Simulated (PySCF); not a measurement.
The group X on vinyl-X is varied. Isolated molecules, 0 K electronic values unless said otherwise. One relaxed conformer stands for each flexible species; it need not be the lowest. Strings in code marks are SMILES.

The numbers are results of PBE-D3(BJ)/def2-TZVP // B3LYP-D3(BJ)/def2-TZVP (PySCF), not measurements. All candidates: neutral, multiplicity 1. Excitations are Tamm–Dancoff values on a coarser integration grid. The basis has no diffuse functions, so Rydberg states are missing or too high.

The HOMO comes out as -7.34 eV, the T1 excitation (TDA) is 3.78 eV and the S1 excitation (TDA) is 5.76 eV.

Problem. Which member has these values?
A. `C=CI`
B. `C=CC#N`
C. `C=C[SeH]` (C–C–Se–H torsion 0°)
D. `C=CN(C)C` (C–C–N–C torsion 6°)

Solution. B, `C=CC#N`. The others give `C=C[SeH]` (C–C–Se–H torsion 0°): -5.36 eV, 3.78 eV, 4.61 eV; `C=CN(C)C` (C–C–N–C torsion 6°): -4.54 eV, 3.96 eV, 5.05 eV; `C=CI`: -6.04 eV, 4.02 eV, 4.65 eV
